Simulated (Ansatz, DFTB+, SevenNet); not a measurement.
## Equilibrium volume per atom of hcp Er: levels of theory against measurement

Reference value: 30.64 Å³/atom (measured, room temperature, not corrected to a static lattice; as tabulated in Söderlind et al. (2014), doi:10.1088/0953-8984/26/41/416001).

```csv
level (code),value (Å³/atom),difference (%)
GFN1-xTB as cut by DFTB+,44.93,+47
SevenNet-0,30.77,+0.4
LDA (Ansatz),28.30,-7.6
PBE (Ansatz),34.95,+14.1
r²SCAN-D4 (Ansatz),32.60,+6.4
```

Leaving aside GFN1-xTB as cut by DFTB+ (doubt noted below): The reference is not for a static lattice or low temperature, so close values are not ranked against it. Off by more than 3.8 %, or 5.2 % on the side where a correction would as a rule narrow the miss (bounds picked here): PBE (+14.1 %), LDA (-7.6 %), r²SCAN-D4 (+6.4 %).

The measured value isn't corrected to a static lattice, so vibrations enter the comparison. A static lattice is as a rule a little smaller than the measured one. Spin-polarised runs: LDA (parallel moments), PBE (parallel moments), r²SCAN-D4 (parallel moments). GFN1-xTB as cut by DFTB+: the cell has another shape than the first-principles one, perhaps another minimum in the same group. GFN1-xTB as cut by DFTB+: the cell moved over 20 % in volume from its start. GFN1-xTB as cut by DFTB+: the method was fitted mainly to molecules. GFN1-xTB as cut by DFTB+: this magnet was run without spin. GFN1-xTB as cut by DFTB+: codes differ in how they cut the long-range tail of xTB's charge interaction in a crystal, so the value belongs to this code. LDA, PBE, r²SCAN-D4: the 4f shell is treated without U or exact exchange, so its levels and filling can be wrong. Ansatz's density-functional and Hartree–Fock values are scalar-relativistic unless marked +SOC, with PAW data made under PBE.

Machine-learned potentials (SevenNet-0) are trained on DFT data: a solid inside that data is no test of them.

Differences are worked out from the printed values.

Ansatz is a first-principles code.
